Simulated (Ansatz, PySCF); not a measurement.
Gas-phase reaction in SMILES: O=C=S [sulfanylidenemethanone] -> O=C=S as doublet, charge +1 + e-
Each molecule is optimised on its own at B3LYP-D3(BJ)/def2-TZVP (Ansatz, an electronic-structure program). A spin state is the lowest found, not a proven ground state.

Quantity: adiabatic ionisation energy (0 K, with B3LYP-D3(BJ) harmonic zero-point energies from PySCF), in eV. Correlated levels leave the core frozen unless marked. UHF or UKS for open shells. No spin-orbit coupling. Non-relativistic. CBS marks a two-point X^-3 extrapolation of the correlation energy; Hartree-Fock from the larger set.

```json
[
 {"level": "PBE-D3(BJ)/def2-TZVPD", "program": "Ansatz + dftd3", "adiabatic ionisation energy (eV)": "11.15", "minus last row": "-0.08"},
 {"level": "revPBE-D4/def2-TZVPD", "program": "Ansatz + dftd4", "adiabatic ionisation energy (eV)": "11.10", "minus last row": "-0.13"},
 {"level": "r2SCAN-D4/def2-TZVPD", "program": "Ansatz + dftd4", "adiabatic ionisation energy (eV)": "11.18", "minus last row": "-0.05"},
 {"level": "PBE0/STO-3G", "program": "Ansatz", "adiabatic ionisation energy (eV)": "8.59", "minus last row": "-2.64"},
 {"level": "PBE0/def2-SVP", "program": "Ansatz", "adiabatic ionisation energy (eV)": "11.22", "minus last row": "-0.01"},
 {"level": "PBE0-D3(BJ)/def2-TZVPD", "program": "Ansatz + dftd3", "adiabatic ionisation energy (eV)": "11.16", "minus last row": "-0.07"},
 {"level": "PBE0-D4/def2-TZVPD", "program": "Ansatz + dftd4", "adiabatic ionisation energy (eV)": "11.16", "minus last row": "-0.07"},
 {"level": "PBE0/def2-TZVPD", "program": "Ansatz", "adiabatic ionisation energy (eV)": "11.16", "minus last row": "-0.07"},
 {"level": "BHLYP-D4/def2-TZVPD", "program": "Ansatz + dftd4", "adiabatic ionisation energy (eV)": "11.01", "minus last row": "-0.22"},
 {"level": "r2SCAN0-D4/def2-TZVPD", "program": "Ansatz + dftd4", "adiabatic ionisation energy (eV)": "11.16", "minus last row": "-0.07"},
 {"level": "CAM-B3LYP-D3(BJ)/def2-TZVPD", "program": "Ansatz + dftd3", "adiabatic ionisation energy (eV)": "11.16", "minus last row": "-0.07"},
 {"level": "CAM-B3LYP-D4/def2-TZVPD", "program": "Ansatz + dftd4", "adiabatic ionisation energy (eV)": "11.17", "minus last row": "-0.06"},
 {"level": "CAM-B3LYP/def2-TZVPD", "program": "Ansatz", "adiabatic ionisation energy (eV)": "11.16", "minus last row": "-0.07"},
 {"level": "LC-wPBE-D4/def2-TZVPD", "program": "Ansatz + dftd4", "adiabatic ionisation energy (eV)": "11.16", "minus last row": "-0.07"},
 {"level": "wB97M-V/def2-TZVPD", "program": "Ansatz", "adiabatic ionisation energy (eV)": "11.10", "minus last row": "-0.13"},
 {"level": "CCSD/cc-pV(D+d)Z", "program": "Ansatz", "adiabatic ionisation energy (eV)": "10.60", "minus last row": "-0.63"},
 {"level": "CCSD/CBS(cc-pV(T+d)Z,cc-pV(Q+d)Z)", "program": "Ansatz", "adiabatic ionisation energy (eV)": "11.09", "minus last row": "-0.14"},
 {"level": "CCSD(T)/cc-pV(D+d)Z", "program": "Ansatz", "adiabatic ionisation energy (eV)": "10.68", "minus last row": "-0.55"},
 {"level": "CCSD(T)/cc-pV(T+d)Z", "program": "Ansatz", "adiabatic ionisation energy (eV)": "11.00", "minus last row": "-0.23"},
 {"level": "CCSD(T)/cc-pwCVTZ", "program": "Ansatz", "adiabatic ionisation energy (eV)": "11.01", "minus last row": "-0.22"},
 {"level": "CCSD(T)/CBS(cc-pV(T+d)Z,cc-pV(Q+d)Z)", "program": "Ansatz", "adiabatic ionisation energy (eV)": "11.23", "minus last row": "0.00"}
]
```
